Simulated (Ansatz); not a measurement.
# A ladder of methods for SiH3OF (SMILES O[SiH2]F)

The species is SiH3OF (6 atoms), meant as a singlet with charge 0. As SMILES, `O[SiH2]F`. Geometry: relaxed at PBE0-D4/def2-TZVP. This is one conformer, not always the lowest.

```xyz
6

O    -0.8535   -0.2092   -0.9241
Si    0.3783   -0.0093    0.1239
F     0.1808   -0.9228    1.4178
H    -1.7142    0.1502   -0.7056
H     1.5956   -0.4585   -0.5758
H     0.4551    1.3856    0.6176
```

Each level gives the energy change with the Si2–F3 bond stretched from 1.596 to 3.192 Å (eV). The values are calculated.

```
                      level                    kind  program  value (eV)  less FCI/STO-3G
  SVWN5/STO-3G (restricted)                     LDA   Ansatz        6.26            +2.09
 revPBE/STO-3G (restricted)                     GGA   Ansatz        5.60            +1.43
 r2SCAN/STO-3G (restricted)                meta-GGA   Ansatz        6.17            +2.00
  B3LYP/STO-3G (restricted)           global hybrid   Ansatz        6.52            +2.35
r2SCAN0/STO-3G (restricted)         hybrid meta-GGA   Ansatz        7.03            +2.86
wB97M-V/STO-3G (restricted)  range-separated hybrid   Ansatz        7.42            +3.25
    MP2/STO-3G (restricted)     perturbation theory   Ansatz        5.81            +1.64
CCSD(T)/STO-3G (restricted)   coupled cluster or CI   Ansatz        4.05            -0.12
                 FCI/STO-3G      exact in the basis   Ansatz        4.17             0.00
```

FCI/STO-3G is exact within its basis and frozen core, so for wave-function methods in that basis the difference is their error; functionals converge differently with the basis, so for them it is only a difference. The first shape isn't each level's own minimum. The values span 4.05 to 7.42 eV. All rows use very small basis sets, so none should be taken for the real molecule's value.
